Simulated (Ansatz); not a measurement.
A single point on `CC(O)(S)S`.

```yaml
crystal:
  periodic: [false, false, false]
  atoms:
    - {symbol: C, position_ang: [-1.015537, -0.238695, 0.864599]}
    - {symbol: C, position_ang: [0.249411, 0.003092, 0.070691]}
    - {symbol: O, position_ang: [1.311934, -0.100055, 0.963191]}
    - {symbol: S, position_ang: [0.105458, 1.664532, -0.692642]}
    - {symbol: S, position_ang: [0.524005, -1.291017, -1.211590]}
    - {symbol: H, position_ang: [-1.138920, 0.550679, 1.610055]}
    - {symbol: H, position_ang: [-0.929990, -1.197042, 1.377064]}
    - {symbol: H, position_ang: [-1.885735, -0.257761, 0.210612]}
    - {symbol: H, position_ang: [2.124578, 0.147527, 0.510277]}
    - {symbol: H, position_ang: [1.094472, 1.495300, -1.584817]}
    - {symbol: H, position_ang: [-0.374375, -0.833460, -2.096941]}
basis:
  gaussian: {orbitals: def2-QZVPP}
correlation: {method: mp2}
```

```sh
$ ansatz run in.yaml --threads 4 --pin off --events-out ev --progress --plain --max-ram 10444MiB
```

Shortened log:

```
Functional definition: HF
2944 factors; integrals over basis functions are off by at most 6.7e-4 eV
mean field evaluation 1: about -25826.2721 eV, gradient 4.0e1 eV
mean field evaluation 2: about -25826.4836 eV, gradient 4.0e1 eV
mean field evaluation 4: about -25830.5082 eV, gradient 4.8e0 eV
mean field evaluation 8: about -25830.6007 eV, gradient 3.8e-1 eV
mean field evaluation 16: about -25830.6016 eV, gradient 2.1e-6 eV
mean field -25830.60157129 eV, -949.2570991342 hartree, gradient 2.1e-6 eV, S^2 0.000000; 0 other end points of the search recorded, 0 dependent functions left out
13 core orbitals not correlated: weight in the atoms' cores, before any rotation towards them, 1.000 or more for the frozen orbitals, at most 0.000 for the correlated occupied ones
reference -25830.60157129 eV, -949.2570991342 hartree; 16, 16 occupied and 462, 462 virtual orbitals, 2944 factors
second order -27.81607451 eV of doubles, -0.00000000 eV of singles
Total energy: -25858.41764579 eV, -950.2793210179 hartree
```

It took 20 s on 4 threads of an Arm Neoverse V2 on a shared host, with 3.4 GiB of host memory at the peak.
